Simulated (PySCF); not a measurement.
## Ionising SiH

UHF-CCSD(T); PySCF, no relativity, basis sets Si def2-TZVPPD, H def2-TZVPPD. Neutral (UHF): doublet (π ↑), Re = 1.524 Å, ωe = 2042 cm⁻¹, De = 3.12 eV.

SiH⁺ (RHF): singlet (closed shell), Re = 1.507 Å, ωe = 2161 cm⁻¹, De = 3.37 eV to Si⁺ + H. The energies at the minima are -289.54264 hartree for SiH and -289.25374 for SiH⁺.

Task: Work out the adiabatic ionisation energy, without and with harmonic zero-point energies (1 hartree = 27.2114 eV, 1 eV = 8065.5 cm⁻¹), and the change of the bond length.

Result: At CCSD(T): 0.28890 hartree = 7.861 eV between the minima; the zero-point term (2161.0 − 2042.0)/2 cm⁻¹ = +0.007 eV makes it 7.869 eV. Re changes by -1.7 pm against the neutral. The electron leaves a π orbital, which is non-bonding in a hydride.

SiH⁻ (UHF): triplet (π ↑↑), Re = 1.556 Å, ωe = 1835 cm⁻¹. The energies at the minima are -289.54264 hartree for SiH and -289.58139 for SiH⁻.

Task: Work out the adiabatic electron affinity, without and with harmonic zero-point energies (1 hartree = 27.2114 eV, 1 eV = 8065.5 cm⁻¹), and the change of the bond length.

Result: At UHF-CCSD(T): 0.03875 hartree = 1.054 eV between the minima; the zero-point term (2042.0 − 1835.0)/2 cm⁻¹ = +0.013 eV makes it 1.067 eV. Re changes by +3.2 pm against the neutral. The electron enters a π orbital, which is non-bonding in a hydride.

Correlated steps freeze 5 core orbitals. For an ion De counts to the pair picked by the measured ionisation energies or electron affinities, which need not be the lowest pair at this level. Where the molecule has an RHF reference, its open-shell atoms are computed with UHF. States were picked by a PBE0 search and need not be the measured ground states.

Neutral and ion stand on different kinds of reference determinant, which adds to the error of the difference.
